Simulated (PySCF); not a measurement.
Species: ethyl isopropyl sulfide, C5H12S.
Cartesian coordinates in Å at the PBE0-D3(BJ)/def2-SVP level; atoms count from 1:
```
atom  x, y, z in Å
C1     2.3857    0.2915    0.4352
C2     1.7011    0.9190   -0.7642
S3     0.5432   -0.1686   -1.6392
C4    -0.7490   -0.4747   -0.3810
C5    -1.4614    0.7972    0.0449
C6    -1.7044   -1.4952   -0.9830
H7     3.1237    0.9844    0.8704
H8     1.6651    0.0395    1.2285
H9     2.9049   -0.6350    0.1480
H10    2.4392    1.1813   -1.5390
H11    1.1944    1.8594   -0.4921
H12   -0.2573   -0.9328    0.4941
H13   -1.9492    1.2740   -0.8197
H14   -2.2340    0.5718    0.7985
H15   -0.7709    1.5289    0.4903
H16   -2.4977   -1.7473   -0.2620
H17   -2.1843   -1.0950   -1.8904
H18   -1.1786   -2.4221   -1.2559
```

Method used: PBE0-D3(BJ)/def2-SVP geometry optimisation, gas phase in PySCF 2.14.0.

Take the most abundant isotopes and a rigid rotor. The values belong to one conformer with, in the numbering `[CH3:1][CH2:2][S:3][CH:4]([CH3:5])[CH3:6]`, C1–C2–S3–C4 64°, C2–S3–C4–C5 62°.

(1) Give the principal moments of inertia and the rotational constants in GHz.

(2) Classify the top.

(3) Is it planar, by Δ = Ic − Ia − Ib?

(4) Give the other two planar moments, Paa and Pbb, and the rms extents of the mass along the axes.

(5) Which types of transition are allowed, and where do some lines up to J = 3 fall?

(6) Estimate the classical rotational partition function at 50 K, 100 K and 500 K.

Answers

(1) Ia = 117.42, Ib = 287.00, Ic = 324.73 u·Å²; 505379 MHz·u·Å²/I gives 4304, 1761 and 1556 MHz, that is A = 4.3041, B = 1.7609, C = 1.5563 GHz.

(2) An asymmetric top: κ = (2 × 1761 − 4304 − 1556)/(4304 − 1556) = -0.85.

(3) Not planar: Δ = Ic − Ia − Ib = -79.69 u·Å². For a rigid frame Δ = −2 Σ m c², so Σ m c² = 39.85 u·Å² lies off the ab plane: 14.74 from hydrogen and 25.11 from heavier atoms. The atom farthest from that plane is 1.56 Å away.

(4) Paa = Σ m a² = (Ib + Ic − Ia)/2 = 247.16 and Pbb = Σ m b² = (Ia + Ic − Ib)/2 = 77.57 u·Å². With the mass M = 104.07 u, the rms extents √(P/M) along a, b and c are 1.54, 0.86, 0.62 Å.

(5) The dipole components are |μa| = 0.21 D, |μb| = 1.51 D, |μc| = 0.44 D. Intensities carry the squares of the components, which stand as 0.02 : 1.00 : 0.09 (a : b : c). Some lines, for components of 0.1 D or more:

| type | branch | J(Ka,Kc) | MHz | lower level (cm⁻¹) |
| --- | --- | --- | --- | --- |
| a | Q | 2(1,1) ← 2(1,2) | 614 | 0.410 |
| c | Q | 2(1,2) ← 2(0,2) | 2350 | 0.332 |
| b | Q | 1(1,0) ← 1(0,1) | 2748 | 0.111 |
| b | Q | 2(1,1) ← 2(0,2) | 2964 | 0.332 |
| a | R | 2(0,2) ← 1(0,1) | 6623 | 0.111 |
| b | Q | 3(2,1) ← 3(1,2) | 7389 | 0.772 |
| b | Q | 2(2,1) ← 2(1,2) | 8243 | 0.410 |
| b | R | 2(1,2) ← 1(0,1) | 8973 | 0.111 |
| c | R | 2(1,1) ← 1(0,1) | 9587 | 0.111 |
| a | R | 3(0,3) ← 2(0,2) | 9904 | 0.332 |
| a | R | 3(2,2) ← 2(2,1) | 9952 | 0.685 |
| a | R | 3(2,1) ← 2(2,0) | 9999 | 0.685 |
| b | R | 3(1,3) ← 2(0,2) | 11988 | 0.332 |
| c | R | 3(1,2) ← 2(0,2) | 13215 | 0.332 |
| b | Q | 3(3,1) ← 3(2,2) | 13235 | 1.017 |
| b | R | 2(2,0) ← 1(1,1) | 14685 | 0.195 |
| c | R | 3(2,1) ← 2(1,1) | 17640 | 0.430 |
| b | R | 3(3,1) ← 2(2,0) | 23174 | 0.685 |

(6) Point group C1, symmetry number σ = 1; q = (√π/σ)·√((kT/h)³/(ABC)), k/h = 20836.6 MHz/K: 17400 at 50 K, 49100 at 100 K, 549000 at 500 K.

Stationary, but not proved a minimum. No vibrational averaging or centrifugal distortion is included, and the geometry carries the error of its method. A rigid rotor knows nothing of internal rotation, which can split or shift real lines.
